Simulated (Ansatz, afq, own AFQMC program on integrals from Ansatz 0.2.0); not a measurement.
# BH2O, doublet: AFQMC among the cluster methods

```xyz
4

B     0.0000   -0.1930    0.5969
O     0.0000    0.1292   -0.4298
H     0.0000    0.6044    1.4945
H     0.0000   -0.5841   -1.0744
```

Connectivity, by distances: BH–OH.

Basis cc-pVDZ. Noble-gas cores (and the filled d shells of Ga–Kr and In–Xe) are frozen. Ansatz 0.2.0 and our own AFQMC program on the same integrals; the CISD trial comes from CCSD amplitudes, and released means the phaseless constraint is let go. Free AFQMC starts from the CCSD state and is never constrained. Its projection time is finite, and what remains of the start isn't in its error. ± is one standard error of the sampling.

Determinant: UHF, the one that the program's search chose, which needn't be the lowest solution. The geometry is a point of a scan.

No full CI on the walks' own integrals is used here; CCSDT(Q) serves as the reference and is uncertain by about the last step of the cluster series.

The T1 diagnostic is 0.0129, the weight of the determinant in the CISD state is 0.919 and the ⟨S²⟩ of the determinant is 0.754. The size of the correlated space is 11 electrons in 36 orbitals.

```tsv
level	correlation energy (eV)
MP2	-6.7344
CCSD	-7.2112
CCSD(T)	-7.3610
```

Question: Estimate where AFQMC with the constraint released lies against CCSD(T) on the same integrals.

Answer: 0.50 ± 0.34 kcal/mol below CCSD(T). The gap is under twice the noise, so this walk alone can't tell the two apart.

Reference: CCSDT(Q), correlation energy -7.385 eV. The released energy is read at 2.40 1/Eh (meV from the phaseless value at times in 1/Eh: 9 ± 13 at 0.24, 21 ± 10 at 0.51, -6 ± 12 at 0.99, 17 ± 11 at 1.62, 6 ± 15 at 2.40).

```csv
level,E − E(reference) (kcal/mol),share of correlation (%)
CCSD(T),0.56,99.67
CCSDT,0.29,99.83
ph-AFQMC/HF,0.09 ± 1.39,99.94
ph-AFQMC/CISD,-0.07 ± 0.25,100.04
released AFQMC,0.06 ± 0.34,99.97
free AFQMC,0.07 ± 0.32,99.96
```

Free projections are given only where their last times agree within the noise and don't stop above the reference; a slow remainder of the start can still hide under it. A walk keeps the symmetry of its determinant, which the program's search chose and which needn't be the lowest solution, so a lower state of the same spin and another symmetry isn't excluded. Released energies are given only where the last usable release times agree within the noise; a slower fall can still hide under it.
